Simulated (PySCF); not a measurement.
Gas-phase reaction: ethylsilane + 4 C3H7 (i-propyl) ⇌ vinylsilane + 3 C4H10 (isobutane)

Energies from PySCF, thermal terms from the rigid-rotor harmonic-oscillator model, ideal gas at 1 bar. † marks an energy on the PBE0/def2-TZVP geometry and frequencies; other levels use their own. 6-31G* has spherical d functions here. Open shells (unrestricted): C3H7 (i-propyl) (multiplicity 2); the rest are closed-shell singlets. B3LYP is the form with VWN-RPA correlation. The harmonic model lacks anharmonicity and excited electronic states, which grow with temperature; levels with a mode under 35 cm⁻¹ are left out. Internal rotation in ethylsilane, C3H7 (i-propyl), vinylsilane, C4H10 (isobutane) is treated as a harmonic vibration of one conformer, which makes the entropy rough.

```csv
level,"ΔE electronic, kJ","ΔH°(298 K), kJ","ΔS°(298 K), J/K","ΔG°(800 K), kJ"
B3LYP/6-31G*,-598,-560,-305,-312
PBE0/def2-SVP†,-591,-554,-309,-302
PBE0/def2-TZVP,-587,-550,-309,-298
r2SCAN/def2-TZVP†,-556,-519,-309,-267
LDA/def2-TZVP†,-701,-664,-309,-412
ωB97X-V/def2-TZVP†,-641,-603,-309,-351
```
ΔH° is lowest at LDA/def2-TZVP† and highest at r2SCAN/def2-TZVP†. No reference value is set beside these.
